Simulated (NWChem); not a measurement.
System: NO cation

NWChem input:

```
start job
memory heap 200 mb stack 900 mb global 1100 mb
charge 1
geometry units angstroms noautoz
  N      0.000000     0.000000    -0.573251
  O      0.000000     0.000000     0.503114
end
basis spherical
  * library def2-tzvp
end
dft
  xc xpbe96 cpbe96
  iterations 150
  mulliken
end
task dft energy
```

NWChem printed, in part:

```
             Northwest Computational Chemistry Package (NWChem) 7.3.0
             --------------------------------------------------------

 ORDER OF PRIMARY AXIS IS BEING SET TO 4
 C4V symmetry detected

                             Geometry "geometry" -> ""
                             -------------------------

 Output coordinates in angstroms (scale by  1.889725989 to convert to a.u.)

  No.       Tag          Charge          X              Y              Z
 ---- ---------------- ---------- -------------- -------------- --------------
    1 N                    7.0000     0.00000000     0.00000000    -0.57406133
    2 O                    8.0000     0.00000000     0.00000000     0.50230367

 Effective nuclear repulsion energy (a.u.)      27.5314841564

      Symmetry information
      --------------------

 Group name             C4v
 Group number             18
 Group order               8
 No. of unique centers     2

  pbe96 is a nonlocal functional; adding pw91lda local functional.

                                 NWChem DFT Module
                                 -----------------

 Summary of "ao basis" -> "ao basis" (spherical)
 ------------------------------------------------------------------------------
       Tag                 Description            Shells   Functions and Types
 ---------------- ------------------------------  ------  ---------------------
 N                         def2-tzvp                11       31   5s3p2d1f
 O                         def2-tzvp                11       31   5s3p2d1f

      Symmetry analysis of basis
      --------------------------

        a1         22
        a2          0
        b1          6
        b2          6
        e          28

            General Information
            -------------------
          SCF calculation type: DFT
          Wavefunction type:  closed shell.
          No. of atoms     :     2
          No. of electrons :    14
           Alpha electrons :     7
            Beta electrons :     7
          Charge           :     1
          Spin multiplicity:     1
          Use of symmetry is: on ; symmetry adaption is: on
          Maximum number of iterations: 150
          AO basis - number of functions:    62
                     number of shells:    22
          Convergence on energy requested:  1.00D-06
          Convergence on density requested:  1.00D-05
          Convergence on gradient requested:  5.00D-04

              XC Information
              --------------
          PerdewBurkeErnzerhof Exchange Functional  1.000
            Perdew 1991 LDA Correlation Functional  1.000 local
           PerdewBurkeErnz. Correlation Functional  1.000 non-local

             Grid Information
             ----------------
          Grid used for XC integration:  medium
          Radial quadrature: Mura-Knowles
          Angular quadrature: Lebedev.
          Tag              B.-S. Rad. Rad. Pts. Rad. Cut. Ang. Pts.
          ---              ---------- --------- --------- ---------
          N                   0.65       49           6.0       434
          O                   0.60       49           6.0       434
          Grid pruning is: on
          Number of quadrature shells:    98
          Spatial weights used:  Erf1

      Superposition of Atomic Density Guess
      -------------------------------------

 Sum of atomic energies:        -129.09585906

 Renormalizing density from      15.00 to     14

      Non-variational initial energy
      ------------------------------

 Total energy =    -123.802068
 1-e energy   =    -215.717622
 2-e energy   =      64.384069
 HOMO         =      -1.068578
 LUMO         =      -0.600462

      Symmetry analysis of molecular orbitals - initial
      -------------------------------------------------

 !! scf_movecs_sym_adapt:   12 vectors were symmetry contaminated

  Symmetry fudging

 !! scf_movecs_sym_adapt:   12 vectors were symmetry contaminated

  Numbering of irreducible representations:

     1 a1          2 a2          3 b1          4 b2          5 e

  Orbital symmetries:

     1 a1          2 a1          3 a1          4 a1          5 e
     6 e           7 a1          8 e           9 e          10 a1
    11 a1         12 e          13 e          14 a1         15 a1
    16 e          17 e

     ---------------------------------------------
      Total Density - Mulliken Population Analysis
     ---------------------------------------------

    Atom       Charge   Shell Charges
 -----------   ------   -------------------------------------------------------
    1 N    7     5.90   0.83  1.14  0.75  0.85  0.24  1.05  0.81  0.13  0.03  0.06  0.01
    2 O    8     8.10   0.80  1.17  0.72  0.94  0.23  2.08  1.76  0.33  0.01  0.04  0.00

   convergence    iter        energy       DeltaE   RMS-Dens  Diis-err
 ---------------- ----- ----------------- --------- --------- ---------
 d= 0,ls=0.0,diis     1   -129.3604599168 -1.57D+02  1.97D-02  1.59D+00
 d= 0,ls=0.0,diis     2   -128.1542407228  1.21D+00  1.67D-02  1.41D+01
 d= 0,ls=0.0,diis     3   -129.4552798935 -1.30D+00  1.95D-03  1.43D-01
 d= 0,ls=0.0,diis     4   -129.4678846753 -1.26D-02  3.22D-04  2.70D-03
 d= 0,ls=0.0,diis     5   -129.4680774105 -1.93D-04  7.39D-05  1.36D-04
  Resetting Diis
 d= 0,ls=0.0,diis     6   -129.4680901395 -1.27D-05  9.77D-06  1.63D-06
 d= 0,ls=0.0,diis     7   -129.4680902576 -1.18D-07  5.96D-06  1.24D-07

         Total DFT energy =     -129.468090257578
      One electron energy =     -224.623531506827
           Coulomb energy =       82.487996303020
    Exchange-Corr. energy =      -14.864039210153
 Nuclear repulsion energy =       27.531484156381

 Numeric. integr. density =       14.000000447934

                  Occupations of the irreducible representations
                  ----------------------------------------------

                     irrep           alpha         beta
                     --------     --------     --------
                     a1                5.0          5.0
                     a2                0.0          0.0
                     b1                0.0          0.0
                     b2                0.0          0.0
                     e                 2.0          2.0

                       DFT Final Molecular Orbital Analysis
                       ------------------------------------

 Vector    5  Occ=2.000000D+00  E=-9.265854D-01  Symmetry=e
              MO Center=  1.5D-14, -1.8D-14,  9.7D-02, r^2= 6.9D-01
   Bfn.  Coefficient  Atom+Function         Bfn.  Coefficient  Atom+Function
  ----- ------------  ---------------      ----- ------------  ---------------
    38      0.303071  2 O  py                37     -0.269858  2 O  px
    41      0.239400  2 O  py                 7      0.226740  1 N  py
    40     -0.213165  2 O  px                 6     -0.201892  1 N  px
    10      0.177505  1 N  py                 9     -0.158053  1 N  px
    44      0.076374  2 O  py                43     -0.068004  2 O  px

 Vector    6  Occ=2.000000D+00  E=-9.265854D-01  Symmetry=e
              MO Center=  1.5D-15,  1.2D-15,  9.7D-02, r^2= 6.9D-01
   Bfn.  Coefficient  Atom+Function         Bfn.  Coefficient  Atom+Function
  ----- ------------  ---------------      ----- ------------  ---------------
    37      0.303071  2 O  px                38      0.269858  2 O  py
    40      0.239400  2 O  px                 6      0.226740  1 N  px
    41      0.213165  2 O  py                 7      0.201892  1 N  py
     9      0.177505  1 N  px                10      0.158053  1 N  py
    43      0.076374  2 O  px                44      0.068004  2 O  py

 Vector    7  Occ=2.000000D+00  E=-8.486482D-01  Symmetry=a1
              MO Center= -4.5D-15,  6.0D-16, -5.0D-01, r^2= 9.3D-01
   Bfn.  Coefficient  Atom+Function         Bfn.  Coefficient  Atom+Function
  ----- ------------  ---------------      ----- ------------  ---------------
     8     -0.368961  1 N  pz                 4      0.365561  1 N  s
    39      0.298204  2 O  pz                11     -0.235502  1 N  pz
     3      0.212352  1 N  s                 42      0.207922  2 O  pz
     5      0.204693  1 N  s                  2     -0.133311  1 N  s
    45      0.076642  2 O  pz                35      0.068043  2 O  s

 Vector    8  Occ=0.000000D+00  E=-5.400068D-01  Symmetry=e
              MO Center= -2.9D-16, -1.1D-15, -1.9D-01, r^2= 9.2D-01
   Bfn.  Coefficient  Atom+Function         Bfn.  Coefficient  Atom+Function
  ----- ------------  ---------------      ----- ------------  ---------------
     7      0.431562  1 N  py                10      0.393914  1 N  py
    38     -0.359847  2 O  py                41     -0.313933  2 O  py
    13      0.235852  1 N  py                44     -0.223104  2 O  py
     6      0.133236  1 N  px                 9      0.121613  1 N  px
    37     -0.111096  2 O  px                40     -0.096921  2 O  px

 Vector    9  Occ=0.000000D+00  E=-5.400068D-01  Symmetry=e
              MO Center=  2.5D-14, -7.8D-15, -1.9D-01, r^2= 9.2D-01
   Bfn.  Coefficient  Atom+Function         Bfn.  Coefficient  Atom+Function
  ----- ------------  ---------------      ----- ------------  ---------------
     6      0.431562  1 N  px                 9      0.393914  1 N  px
    37     -0.359847  2 O  px                40     -0.313933  2 O  px
    12      0.235852  1 N  px                43     -0.223104  2 O  px
     7     -0.133236  1 N  py                10     -0.121613  1 N  py
    38      0.111096  2 O  py                41      0.096921  2 O  py

[...]
```

Level: PBE/def2-TZVP. Structure relaxed at the PBE-D3(BJ)/def2-SVP level.
